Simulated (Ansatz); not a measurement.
# C3H5NO, SMILES CC(=N)C=O: a rigid torsion scan

Run with Ansatz 0.2.0 through its Python package.

Script `c3h5no.py`:
```python
"""Energy of C3H5NO as one group turns about a bond."""

from dataclasses import dataclass

import ansatz as az
from ase import Atoms


@dataclass
class Settings:
    basis: str = "cc-pVDZ"
    xc: str = "pbe"
    dispersion: str = "d3bj"
    force_tol: float = 0.02


settings = Settings()


def main() -> None:
    atoms = Atoms(["C", "C", "N", "C", "O", "H", "H", "H", "H", "H"], positions=[
        (-0.3943, -0.5568, 1.1487),
        (0.1639, 0.3097, 0.0486),
        (0.7428, 1.4328, 0.277),
        (0.1239, -0.2002, -1.3653),
        (0.533, 0.4166, -2.3047),
        (0.024, -1.4845, 1.1498),
        (-0.2672, -0.0308, 2.1124),
        (-1.4765, -0.6042, 0.9469),
        (1.1148, 1.8331, -0.5674),
        (-0.4812, -1.1668, -1.4431),
    ])

    # relax first, so that the scan starts from a minimum
    first = (
        az.Crystal.molecule_from_ase(atoms).calculation()
        .basis(gaussian=settings.basis)
        .functional(settings.xc, dispersion=settings.dispersion)
        .relax(force_tolerance=settings.force_tol, max_steps=80)
    )
    atoms.positions = first.run(threads=1, pin="off").report["positions_ang"]

    start = atoms.get_dihedral(2, 1, 0, 5)
    energies = {}
    for turn in range(0, 121, 20):
        turned = atoms.copy()
        turned.set_dihedral(2, 1, 0, 5, start + turn, indices=[0, 5, 6, 7])
        base = (
            az.Crystal.molecule_from_ase(turned).calculation()
            .basis(gaussian=settings.basis)
            .functional(settings.xc, dispersion=settings.dispersion)
        )
        energies[round((start + turn) % 360)] = base.run(threads=1, pin="off").report["free_energy_ev"]
    floor = min(energies.values())
    print("dihedral N2-C1-C0-H5 (deg)   E - E(min) (kJ/mol)")
    for angle, e in sorted(energies.items()):
        print(f"{angle:8d} {96.485332 * (e - floor):14.3f}  " + "#" * int(30 * (e - floor) / max(max(energies.values()) - floor, 1e-9)))


if __name__ == "__main__":
    main()
```

```console
$ python c3h5no.py
dihedral N2-C1-C0-H5 (deg)   E - E(min) (kJ/mol)
     239          0.000
     259          1.449  #######
     279          4.405  #####################
     299          6.070  ##############################
     319          5.088  #########################
     339          2.460  ############
     359          0.871  ####
```

The scan is rigid and the energies are electronic, in a modest basis. With rigid groups the curve can differ much from the relaxed path, the start wasn't checked as a minimum of this torsion, and equivalent turns needn't return to the same energy. Hardware and time: 40 s on 1 thread of Arm Neoverse V2 (shared host), peak memory 0.2 GiB.
